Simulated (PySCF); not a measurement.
Ionisation of 1-propanol

Parent: 1-propanol, `CCCO` (C3H8O). Optimised structure (Å), atoms numbered from 1:
```
C    -1.5277    0.0036    0.0435
C    -0.1271    0.0879   -0.5402
C     0.9634   -0.2241    0.4722
O     2.2523   -0.2087   -0.0778
H    -1.7425   -1.0087    0.4216
H    -1.6567    0.7029    0.8853
H    -2.2940    0.2455   -0.7074
H    -0.0164   -0.6067   -1.3895
H     0.0464    1.1010   -0.9484
H     0.8752    0.4693    1.3354
H     0.8119   -1.2388    0.8765
H     2.4147    0.6746   -0.4244
```

Energies: ωB97X-D3(BJ)/ma-def2-TZVP (PySCF, density fitting, integration grid level 2) on PBE0-D3(BJ)/def2-SVP structures. The prefix ma- adds one diffuse s and one diffuse p function on all atoms but H. Thermal corrections: PBE0-D3(BJ)/def2-SVP frequencies, unscaled, ideal gas at 298.15 K and 1 bar, quasi-RRHO entropy.

Frontier levels of the parent: HOMO -10.40 eV, LUMO 1.23 eV.

Oxidation to the radical cation:
* Vertical ionisation energy (electronic): 10.49 eV
* Adiabatic ionisation energy (with zero-point energy): 10.16 eV
* Adiabatic, electronic part: 10.31 eV
* Vertical gap at the product's structure: 9.65 eV
* Inner reorganisation energy (four-point): 842 meV
* Relaxation of product / of parent: 188 / 654 meV
* ⟨S²⟩ of the product: 0.755
* Largest spin populations: O4 0.52, H (on C3) 0.16, H (on C3) 0.16, C3 0.14
* Largest changes of atomic charge: O4 0.37, H (on C3) 0.18, H (on C3) 0.15, H (on O4) 0.08
* Distances that move most (Å): C3–O4 1.401 → 1.337; C3–H 1.103 → 1.148; C3–H 1.111 → 1.149; C2–C3 1.520 → 1.487

Measured values (NIST Chemistry WebBook, evaluated or the median of agreeing entries): vertical ionisation energy 10.51 eV (computed 10.49, difference -0.02); adiabatic ionisation energy 10.22 eV (computed 10.16, difference -0.06).

Known limits: the split of the reorganisation energy is sensitive to the structures, which come from another level (PBE0-D3(BJ)/def2-SVP).
